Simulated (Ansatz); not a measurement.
# BSiHO+ (doublet): wave-function methods side by side, def2-QZVPP

The task here is to estimate one member of a computed series from the others.

The runs use Ansatz 0.2.0, Gaussian basis; def2-QZVPP, core rule «outside noble gas», up to 7 orbitals frozen.

To be run: UHF; ROHF; CCSD(T) on UHF.

2 further runs of the same task are left out: 2 set aside as unsound or not needed.

### The system

The geometry is a PBE0/def2-TZVP stationary point (not a proven minimum) of the parent state, kept for this charge and spin.

4 atoms, charge 1, spin multiplicity 2.

Atoms are counted from 1 here; the program's logs count them from 0.

Bond lengths: O1–B2 1.205 Å, B2–Si3 2.031 Å, Si3–H4 1.522 Å. Angles: O1–B2–Si3 175.7°, B2–Si3–H4 89.5°.

The first run:

File in.yaml:

```yaml
crystal:
  periodic: [false, false, false]
  atoms:
    - {symbol: O, position_ang: [0.000000, 0.023096, 1.916557]}
    - {symbol: B, position_ang: [0.000000, 0.040635, 0.711413]}
    - {symbol: Si, position_ang: [0.000000, -0.080455, -1.315687]}
    - {symbol: H, position_ang: [0.000000, 1.439380, -1.392054]}
basis:
  gaussian: {orbitals: "def2-QZVPP.json"}
total_charge: 1
magnetization: {spin_polarized: true, initial_magnetization: 1}
hamiltonian: {xc: hf}
output: {orbitals: {seedname: orbitals}}
```

Launch:

```
> ansatz run in.yaml --threads 1 --pin off --events-out ev --progress --plain --max-ram 2393MiB
```

Among the steps run: UHF; ROHF; CCSD(T) on UHF.

One of the session's tables, all rows but one given; the rest of the session is left out.

It belongs to the step «Misses and costs». 

```
  method  from UCCSD(T) (meV)
    ROHF             +12371.2
     UHF             +12304.7
    UMP2               +855.2
   UCCSD                    ?
UCCSD(T)                    0
```

**Question.** Estimate the row for UCCSD.

As computed: from UCCSD(T) (meV): +611.4. In the column «from UCCSD(T) (meV)» it lies between UCCSD(T) (0) and UMP2 (+855.2).
